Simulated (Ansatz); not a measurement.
`B[CH2][AlH2]` → `[BH2][AlH2]` + `[CH2]` (triplet) at 600 K and 1 bar (formal loss of a carbene).

Computed with Ansatz on PBE0-D4/def2-TZVP structures; ΔE is electronic, products minus reactants. CBS: MP2 limit from def2 TZ/QZ plus the TZ coupled-cluster correction, frozen cores. This one scheme is used for every species. Triplets are unrestricted, without spin–orbit coupling.

```json
{"species": "`B[CH2][AlH2]`", "CCSD(T)/CBS energy (Eh)": "-308.44554", "H − E (kJ/mol)": "209.2", "S (J/(mol·K))": "385.8"}
{"species": "`[BH2][AlH2]`", "CCSD(T)/CBS energy (Eh)": "-269.14094", "H − E (kJ/mol)": "122.4", "S (J/(mol·K))": "316.9"}
{"species": "`[CH2]` (triplet)", "CCSD(T)/CBS energy (Eh)": "-39.09499", "H − E (kJ/mol)": "66.5", "S (J/(mol·K))": "220.8"}
```

H − E and S are ideal-gas, rigid-rotor, harmonic terms from PBE0-D4/def2-TZVP, with the whole ground term of open shells counted as degenerate. 1 Eh = 2625.50 kJ/mol, R = 8.31446 J/(mol·K).

By hand: ΔE, ΔH, ΔS and ΔG.

ΔE = (-269.14094) + (-39.09499) − (-308.44554) = 0.20961 Eh = 550.3 kJ/mol. Δ(H − E) = 122.4 + 66.5 − 209.2 = -20.3, so ΔH = 530.0 kJ/mol. ΔS = 316.9 + 220.8 − 385.8 = 151.9 J/(mol·K). ΔG = 530.0 − 600 × (151.9)/1000 = 438.9 kJ/mol.

By hand: the equilibrium constant, and the temperature at which ΔG would vanish if ΔH and ΔS stayed fixed.

log₁₀ K = −ΔG/(RT ln 10) = -38.2. ΔG = 0 at ΔH/ΔS = 3489 K, far beyond where these terms or the molecules hold.

The number of gas molecules changes by +1, which sets the sign of ΔS. A doubt of 5 kJ/mol in ΔE shifts log₁₀ K by 0.4 here. Modes under 60 cm⁻¹, often nearly free rotors, make the harmonic entropy too high. A triplet takes part, so the spin changes. These are equilibria of isolated gas molecules and say nothing of rates. Largest T1 diagnostic: 0.012 (customary marks: 0.02 for closed shells, 0.045 for open ones).
